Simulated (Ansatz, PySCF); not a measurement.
Molecule: C3H4 (charge 0, singlet). 
Geometry from a B3LYP-D3(BJ)/def2-TZVP (Ansatz, a quantum-chemistry and plane-wave program) optimisation:
SMILES: C#CC
```xyz
7

C     -0.0011    -0.0004     0.2181
C     -0.0068    -0.0029     1.4176
C      0.0060     0.0025    -1.2360
H     -0.0119    -0.0051     2.4795
H      0.0152     1.0232    -1.6237
H      0.8874    -0.5130    -1.6226
H     -0.8790    -0.5002    -1.6311
```

Wanted: atomisation energy (electronic, to ground-state atoms), in kJ/mol. Cores are frozen in the correlated levels unless marked. UHF or UKS for open shells. Spin-orbit coupling is left out. Non-relativistic unless marked X2C. The coupled-cluster limit lacks core correlation, which all-electron functionals hold. Basis-set limits of correlation are two-point, X^-3; Hartree-Fock from the larger set. [CCSD(T)-MP2]/basis is that difference in the basis named.

```
level                                                                 program  atomisation energy (kJ/mol)
-------------------------------------------------------------  --------------  ---------------------------
HF/6-31G                                                               Ansatz                       2091.9
PBE/def2-TZVPD                                                         Ansatz                       3013.6
r2SCAN/def2-TZVPD                                                      Ansatz                       2944.1
PBE0/def2-TZVP                                                         Ansatz                       2958.1
PBE0/def2-QZVPP                                                        Ansatz                       2962.1
PW6B95-D3(BJ)/def2-TZVPD                                        PySCF + dftd3                       2955.3
PW6B95-D4/def2-TZVPD                                            PySCF + dftd4                       2958.3
MN15/def2-TZVPD                                                         PySCF                       2941.3
CAM-B3LYP-D3(BJ)/def2-TZVPD                                    Ansatz + dftd3                       2952.7
SCS-MP2/STO-3G                                                         Ansatz                       3028.5
SCS-MP2/6-31G                                                          Ansatz                       2606.2
CCSD/STO-3G                                                            Ansatz                       3030.9
X2C-CCSD(T)/cc-pVTZ-DK                                                 Ansatz                       2869.2
RI-MP2/CBS(cc-pVTZ,cc-pVQZ)+[CCSD(T)-MP2]/cc-pVTZ                      Ansatz                       2941.8
RI-MP2/CBS(aug-cc-pVTZ,aug-cc-pVQZ)+[CCSD(T)-MP2]/aug-cc-pVTZ          Ansatz                       2941.5
```
